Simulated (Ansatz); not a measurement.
```yaml
crystal:
  periodic: [false, false, false]
  atoms:
    - {symbol: P, position_ang: [-1.623265, -0.206103, -0.001406]}
    - {symbol: B, position_ang: [-0.029736, 0.781905, 0.005848]}
    - {symbol: S, position_ang: [1.504077, -0.094187, -0.000829]}
    - {symbol: H, position_ang: [2.353187, 0.943229, 0.006856]}
basis:
  gaussian: {orbitals: def2-TZVP}
magnetization: {spin_polarized: true, initial_magnetization: 3}
hamiltonian: {xc: pbe0}
relax: {f_tol: 0.004, max_steps: 80}
```

```sh
$ ansatz run in.yaml --threads 1 --pin off --events-out ev --progress --plain --max-ram 2176MiB
```

Steps of the relaxation (energy above the last step; positions in Å, forces in eV/Å):

```
4
step 1, 26.4 meV
P    -1.623   -0.206   -0.001   -0.779   -0.410   -0.003
B    -0.030    0.782    0.006    0.750    0.377    0.003
S     1.504   -0.094   -0.001   -0.064   -0.127   -0.001
H     2.353    0.943    0.007    0.094    0.161    0.001
```

```
4
step 2, 6.7 meV
P    -1.652   -0.204   -0.001   -0.378   -0.193   -0.001
B    -0.020    0.771    0.006    0.405    0.164    0.001
S     1.519   -0.097   -0.001   -0.052   -0.042    0.000
H     2.358    0.954    0.007    0.025    0.071    0.001
```

```
4
step 3, 0.0 meV
P    -1.681   -0.199   -0.001   -0.008   -0.007    0.000
B    -0.007    0.759    0.006    0.034   -0.008    0.000
S     1.534   -0.101   -0.001   -0.018    0.029    0.000
H     2.357    0.966    0.007   -0.007   -0.014    0.000
```

```
4
step 5, 0.0 meV
P    -1.681   -0.199   -0.001    0.000   -0.001    0.000
B    -0.006    0.759    0.006    0.000    0.004    0.000
S     1.533   -0.100   -0.001    0.001   -0.004    0.000
H     2.358    0.965    0.007    0.000    0.001    0.000
```

Close pairs at the end: S3–H4 1.348 Å, B2–S3 1.763 Å, P1–B2 1.929 Å.

A stationary point of unrestricted PBE0 after 5 steps, with ⟨S²⟩ = 3.759 against 3.75 for a pure state; no frequencies were run, so it isn't proven a minimum. 26 s on 1 thread of AMD EPYC 7R43, shared host.
